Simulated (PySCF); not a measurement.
Species: C4H7ClO.
Geometry (PBE0-D3(BJ)/def2-SVP, Å), atoms numbered from 1 in this order:
```
atom  x, y, z in Å
C1     1.8466    0.0869    0.5406
C2     0.9388    1.0719    1.2807
C3    -0.5023    1.0141    0.7971
C4     1.4723    2.4798    1.1515
O5     0.9760    3.3864    0.5783
Cl6    3.0452    2.6981    2.0008
H7     1.4778   -0.9383    0.6897
H8     2.8806    0.1403    0.9073
H9     1.8479    0.2939   -0.5407
H10    0.9892    0.8369    2.3578
H11   -1.1399    1.7243    1.3421
H12   -0.9077    0.0022    0.9414
H13   -0.5652    1.2626   -0.2726
```

All values: CAM-B3LYP/def2-SVPD (PySCF, non-relativistic), on one gas-phase PBE0-D3(BJ)/def2-SVP geometry that isn't relaxed in the solvent. The solvent is an IEF-PCM continuum (cavity from Bondi-type radii × 1.2), and excitations are vertical TDDFT with non-equilibrium linear response and a frozen core. Only the electrostatic response of the medium enters.

Gas-phase singlets (H = HOMO, L = LUMO):

```tsv
state	E (eV)	λ (nm)	f	leading configurations
S1	5.166	240	0.000	H→L 94%
S2	6.703	185	0.000	H-1→L 95%
S3	7.016	177	0.005	H-2→L 76%, H→L+2 15%
S4	7.866	158	0.035	H-1→L+2 46%, H→L+2 15%
S5	7.977	155	0.002	H-2→L+2 67%, H-2→L+1 10%
```

Question: What are the lowest 5 singlets in chloroform (ε = 4.711)?

Answer: 
| state | E (eV) | λ (nm) | f | leading configurations | change by rank (eV) |
| --- | --- | --- | --- | --- | --- |
| S1 | 5.234 | 237 | 0.000 | H→L 95% | +0.068 |
| S2 | 6.753 | 184 | 0.000 | H-1→L 95% | +0.050 |
| S3 | 7.055 | 176 | 0.007 | H-2→L 77%, H→L+1 9% | +0.039 |
| S4 | 7.806 | 159 | 0.093 | H-3→L 33%, H→L+1 16%, H-1→L+1 12% | -0.060 |
| S5 | 7.977 | 155 | 0.018 | H-1→L+1 30%, H-4→L 29%, H-1→L+2 18% | 0.000 |

Question: What are the lowest 5 singlets in methanol (ε = 32.61)?

Answer: 
```tsv
state	E (eV)	λ (nm)	f	leading configurations	change by rank (eV)
S1	5.264	236	0.000	H→L 95%	+0.098
S2	6.772	183	0.000	H-1→L 93%	+0.069
S3	7.073	175	0.006	H-2→L 75%, H→L+1 10%	+0.057
S4	7.764	160	0.079	H-3→L 41%, H-4→L 18%, H→L+1 14%	-0.102
S5	7.952	156	0.012	H-4→L 48%, H-1→L+1 27%, H-1→L+2 11%	-0.025
```

Question: The ground-state energy changes by -0.176 eV from gas to methanol. By how much does the total energy of gas-phase S1 change?

Answer: E(S1) = E(S0) + excitation energy, so it changes by -0.176 + 0.098 = -0.078 eV: it is lowered less than the ground state, which is what a blue shift means. This is the vertical state, with the slow part of the continuum still set for S0.

Question: How do the frontier levels move from gas to methanol?

Answer: 
```csv
orbital,gas (eV),solvent (eV),change (eV),"Löwdin shares, gas","Löwdin shares, solvent"
LUMO+2,1.42,1.55,+0.13,"Cl6 57 %, C4 16 %, H12 6 %, O5 5 %","Cl6 27 %, C3 14 %, C4 11 %, O5 9 %"
LUMO+1,1.18,1.27,+0.09,"C3 15 %, Cl6 15 %, C1 13 %, C4 11 %","Cl6 52 %, C4 19 %, O5 8 %, C3 4 %"
LUMO,0.05,0.06,+0.01,"C4 38 %, O5 32 %, Cl6 11 %, C2 7 %","C4 40 %, O5 32 %, Cl6 11 %, C2 6 %"
HOMO,-9.93,-9.99,-0.06,"O5 50 %, Cl6 26 %, C2 8 %, C4 8 %","O5 48 %, Cl6 24 %, C2 10 %, C4 9 %"
HOMO-1,-10.61,-10.67,-0.06,"Cl6 78 %, C4 8 %, C2 6 %","Cl6 74 %, C2 7 %, C4 7 %, C3 5 %"
HOMO-2,-10.70,-10.77,-0.07,"Cl6 75 %, O5 10 %, C4 9 %","Cl6 71 %, C4 8 %, O5 7 %, C1 4 %"
HOMO-3,-11.65,-11.30,+0.35,"C2 23 %, C3 16 %, C1 15 %, H10 12 %","C2 21 %, C3 17 %, C1 16 %, H10 9 %"
```

The HOMO–LUMO gap goes from 9.97 to 10.05 eV. Rows go by rank; for LUMO+1 and LUMO+2 the atom shares or the degeneracy differ between the runs, so the row needn't follow one orbital.

On one thread of an Arm Neoverse V1, no GPU, shared host with 32 logical CPUs at a one-minute load of 8.8, this took 23 s wall and 1.0 GiB of memory at its peak. This is the whole response run at CAM-B3LYP/def2-SVPD in methanol, SCF included.
